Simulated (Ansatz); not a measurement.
What does this script print? It uses Ansatz's Python interface.

`run_spin.py`:
```python
# -*- coding: utf-8 -*-
"""Gap between spin states of C2H5NO at one geometry."""

import ansatz as az


def main():
    c2h5no = (
        az.Crystal.molecule()
        .atom("C", (-1.3691, -0.2547, 0.1798))
        .atom("N", (-0.4844, -0.3973, -0.6941))
        .atom("C", (0.6902, 0.3639, -0.3944))
        .atom("O", (1.5414, -0.1691, 0.6877))
        .atom("H", (-2.3813, -0.732, 0.0262))
        .atom("H", (-1.3186, 0.4599, 1.0511))
        .atom("H", (0.523, 1.4133, -0.15))
        .atom("H", (1.4079, 0.3871, -1.2711))
        .atom("H", (1.4793, -1.1174, 0.5478))
    )

    calc = (
        c2h5no.calculation()
        .basis(gaussian="aug-cc-pVDZ")
        .functional("PBE0")
    )
    found = {}
    for unpaired in [0, 2, 4]:
        data = calc.spin("collinear", total=unpaired).run(threads=1).report
        s = unpaired / 2
        found[unpaired] = data["free_energy_ev"]
        print(f"2S+1 = {unpaired + 1}: E = {found[unpaired]:.5f} eV, <S^2> = {abs(data['mean_field']['state']['spin_squared']):.3f} (pure state {s * (s + 1):.2f})")
    lowest = min(found, key=found.get)
    for unpaired, e in found.items():
        print(f"multiplicity {unpaired + 1}: {96.485332 * (e - found[lowest]):.1f} kJ/mol above the lowest")


if __name__ == "__main__":
    main()
```

```console
$ python run_spin.py
2S+1 = 1: E = -5685.41566 eV, <S^2> = 0.000 (pure state 0.00)
2S+1 = 3: E = -5681.39201 eV, <S^2> = 2.007 (pure state 2.00)
2S+1 = 5: E = -5674.68613 eV, <S^2> = 6.011 (pure state 6.00)
multiplicity 1: 0.0 kJ/mol above the lowest
multiplicity 3: 388.2 kJ/mol above the lowest
multiplicity 5: 1035.2 kJ/mol above the lowest
```

In order: multiplicity 1 (+0.00 eV), multiplicity 3 (+4.02 eV) and multiplicity 5 (+10.73 eV), all at the one geometry.

Caveats:
- These settings explore the input space; basis and method may be short of convergence.
- The geometry is a force-field or estimated start, not a minimum of this method, and the basis set is short of its limit. All parts are taken at fixed geometry, without zero-point energy.
- Run time: 28 s on 1 thread of AMD EPYC 7B13 (Zen 3), on a shared host, peak memory 0.39 GiB.
